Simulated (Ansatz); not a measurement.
in.yaml

```yaml
crystal:
  periodic: [false, false, false]
  atoms:
    - {symbol: Al, position_ang: [0.000000, 0.000000, 1.740252]}
    - {symbol: As, position_ang: [0.000000, 0.000000, -0.694906]}
    - {symbol: H, position_ang: [0.000000, 1.375836, 2.534270]}
    - {symbol: H, position_ang: [0.000000, -1.375836, 2.534270]}
basis:
  gaussian: {orbitals: cc-pVTZ}
total_charge: 1
magnetization: {spin_polarized: true, initial_magnetization: 1}
correlation: {method: ccsd_t, electrons: outside_noble_gas}
output: {forces: true}
```

```sh
$ ansatz run in.yaml --threads 2 --pin off --events-out ev --progress --plain --max-ram 24576MiB --backend cuda --devices 0, --max-vram 18GiB
```

Output:

```
658 factors; integrals over basis functions are off by at most 9.5e-4 eV
mean field evaluation 1: about -67401.7470 eV, gradient 8.4e0 eV
mean field evaluation 2: about -67401.7478 eV, gradient 8.4e0 eV
mean field evaluation 4: about -67402.7385 eV, gradient 9.0e-1 eV
mean field evaluation 8: about -67402.7536 eV, gradient 7.7e-4 eV
mean field evaluation 16: about -67402.7536 eV, gradient 3.6e-4 eV
mean field evaluation 32: about -67403.0137 eV, gradient 1.7e-5 eV
mean field evaluation 64: about -67402.7536 eV, gradient 1.9e-5 eV
mean field evaluation 96: about -67402.4850 eV, gradient 1.8e-4 eV
mean field evaluation 128: about -67402.8786 eV, gradient 4.3e-2 eV
mean field evaluation 160: about -67402.9567 eV, gradient 1.0e0 eV
...
cycle   8  -4.82450980 eV  change    1.3e-8 eV  update   1.8e-7
cycle   9  -4.82450975 eV  change    5.0e-8 eV  update   1.3e-7
cycle  10  -4.82450971 eV  change    4.1e-8 eV  update   1.1e-7
cycle  11  -4.82450964 eV  change    6.8e-8 eV  update   9.7e-8
cycle  12  -4.82450956 eV  change    8.3e-8 eV  update   8.8e-8
cycle   1  -4.82451165 eV  update   3.3e-7
cycle   2  -4.82451244 eV  change   -7.9e-7 eV  update   1.9e-7
cycle   3  -4.82451275 eV  change   -3.2e-7 eV  update   1.3e-7
cycle   4  -4.82451287 eV  change   -1.2e-7 eV  update   9.6e-8
cycle   5  -4.82451288 eV  change   -1.2e-8 eV  update   5.5e-8
perturbative correction -0.15965700 eV, -0.0058672866 hartree
the calculation of the forces begins
WARN: the results are in doubt because the forces break the atoms' symmetry
Total energy: -67407.99782952 eV, -2477.1982294530 hartree
Atom 0 at     0.000000     0.000000     1.740252 Å, force     0.000000    -0.036107     1.906394 eV/Å
Atom 1 at     0.000000     0.000000    -0.694906 Å, force     0.000000     0.007002    -0.920839 eV/Å
Atom 2 at     0.000000     1.375836     2.534270 Å, force    -0.000000     0.083305    -0.490576 eV/Å
Atom 3 at     0.000000    -1.375836     2.534270 Å, force     0.000000    -0.054200    -0.494979 eV/Å
Dipole moment:    -0.000000     0.004002     0.101868 e Å
In doubt: the forces break the atoms' symmetry
```

Ran on 2 threads of AMD EPYC 7R13 with a shared H100 80 GB, shared host: 24 s wall, 0.96 GiB peak host memory.
